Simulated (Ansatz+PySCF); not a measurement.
The numbers below are computed, except where a source is named.
A run of PySCF 2.14.0 on triplet BSiP at this shape:

```xyz
3

Si    0.0000    0.0000    2.1800
P     0.0000    0.0000    0.0000
B     0.0000    0.0000   -1.9100
```

Its results:

* Converged: yes
* Reference energy: -646.61664 hartree
* CCSD correlation energy: -0.12707 hartree
* Triples correction: -0.00785 hartree
* Total energy: -646.75157 hartree
* Spin squared of the determinant: 2.724

Task: Which input gives this output? Name the method, the orbitals and the basis set, and write the input.

Result: UHF-CCSD(T) in STO-3G.

```python
from pyscf import gto, scf, cc

mol = gto.M(atom="""
Si 0.000000 0.000000 2.180000
P 0.000000 0.000000 0.000000
B 0.000000 0.000000 -1.910000
""", basis='sto-3g', charge=0, spin=2)
mf = scf.UHF(mol)
mf.kernel()
mycc = cc.CCSD(mf, frozen=11).run()
et = mycc.ccsd_t()
print(mf.e_tot, mycc.e_corr, et, mycc.e_tot + et)
```

Caution: large amplitudes, a single reference is doubtful; the unrestricted determinant is spin contaminated; another reference gives a lower total.
